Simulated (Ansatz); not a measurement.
# HOF: small, medium and large basis sets

Aim: see how fast density functionals and correlated methods converge with the basis set for HOF.

Program: Ansatz 0.2.0, Gaussian basis. Level of theory: one geometry, several basis sets. These are calculated values, not measurements.

Plan: PBE0-D4/def2-SVP; ωB97M-V/def2-SVP; PBE0-D4/def2-QZVPP; ωB97M-V/def2-QZVPP; CCSD(T)/cc-pV(D+d)Z; CCSD(T)/cc-pV(T+d)Z; CCSD(T)/cc-pV(Q+d)Z; the functionals' def2-TZVPP values are taken from earlier runs.

### 1 Structure used throughout

The geometry comes from an earlier relaxation with PBE0-D4 in a triple-zeta def2 set; it is a stationary point.

3 atoms, charge 0, spin multiplicity 1.

Atoms are counted from 1 here; the program's logs count them from 0.

Bond lengths: O1–F2 1.406 Å, O1–H3 0.969 Å. Angles: F2–O1–H3 99.1°.

### 2 PBE0-D4 in def2-SVP

in.yaml

```yaml
crystal:
  periodic: [false, false, false]
  atoms:
    - {symbol: O, position_ang: [0.430617, -0.210325, 0.216347]}
    - {symbol: F, position_ang: [-0.221954, 1.014618, -0.011006]}
    - {symbol: H, position_ang: [-0.208662, -0.804293, -0.205340]}
basis:
  gaussian: {orbitals: def2-SVP}
hamiltonian: {xc: pbe0, dispersion: d4}
output: {orbitals: {seedname: orbitals}}
```

Run with:

```bash
ansatz run in.yaml --threads 2 --pin off --events-out ev --progress --plain --max-ram 32768MiB --backend cpu
```

Further steps of the session: ωB97M-V in def2-SVP; PBE0-D4 in def2-QZVPP; ωB97M-V in def2-QZVPP; CCSD(T) in cc-pV(D+d)Z; CCSD(T) in cc-pV(T+d)Z; CCSD(T) in cc-pV(Q+d)Z.

**Question.** What will the summary of the whole plan be? Wanted: MP2 correlation recovered, cc-pV(D+d)Z; MP2 correlation recovered, cc-pV(T+d)Z; MP2 correlation recovered, cc-pV(Q+d)Z; CCSD(T) limit from def2 sets; PBE0-D4: double and triple zeta above quadruple; ωB97M-V: double and triple zeta above quadruple.

The runs gave:

| quantity | value |
| --- | --- |
| MP2 correlation recovered, cc-pV(D+d)Z | 66.4 % |
| MP2 correlation recovered, cc-pV(T+d)Z | 87.1 % |
| MP2 correlation recovered, cc-pV(Q+d)Z | 94.7 % |
| CCSD(T) limit from def2 sets (earlier runs) less the limit of this series | 2 meV |
| PBE0-D4: double and triple zeta above quadruple | 6.34, 0.25 eV |
| ωB97M-V: double and triple zeta above quadruple | 6.48, 0.25 eV |

For PBE0-D4 the step from double to triple zeta gains 6.09 eV and the next only 0.25 eV. Correlation climbs from 66 % (cc-pV(D+d)Z) to 95 % (cc-pV(Q+d)Z) of the limit; Hartree-Fock is 0.117 eV from its own by then. A limit from the def2 sets, made apart, differs by 2 meV, a least measure of the doubt on such a limit. Total energies overstate the basis error of differences, where much of it tends to cancel. The LUMO of ωB97M-V is positive and keeps falling with the basis (2.17 to 1.26 eV): an unbound level that the basis holds in place.
